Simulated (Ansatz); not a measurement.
We consider wurtzite MgTe, described by LDA (Ansatz, an electronic-structure program, plane waves, PAW).

Run with plane-wave cutoff 520 eV, 12×12×6 k mesh (along the axes of the cell as run), Fermi–Dirac smearing 0.01 eV, scalar-relativistic PAW data made under PBE.

A third-order Birch–Murnaghan fit to the energies gives V0 = 32.301 Å³/atom, B0 = 38.7 GPa, B′ = 4.2.

```
V (Å³/atom)  P (GPa)
-----------  -------
31.009             ?
31.655             ?
32.301         0.000
32.947             ?
33.593             ?
```

**Question.** Estimate the withheld pressures from this fit; the answers are the runs' own values.

**Answer.** 
- 31.009, P (GPa): 1.719
- 31.655, P (GPa): 0.815
- 32.947, P (GPa): -0.735
- 33.593, P (GPa): -1.398

The formula P = (3/2) B0 (x^(7/3) − x^(5/3)) [1 + (3/4)(B′ − 4)(x^(2/3) − 1)] with x = V0/V meets the computed pressures within 0.01 GPa when these rounded values are put in.

Shape and atoms are relaxed at each volume.

Note: the bulk modulus comes from volumes at which shape and atoms were relaxed.

Spin–orbit coupling is not included.

Computed values are for the static lattice.

Cost on a shared machine: around 7 core-minutes (rough).
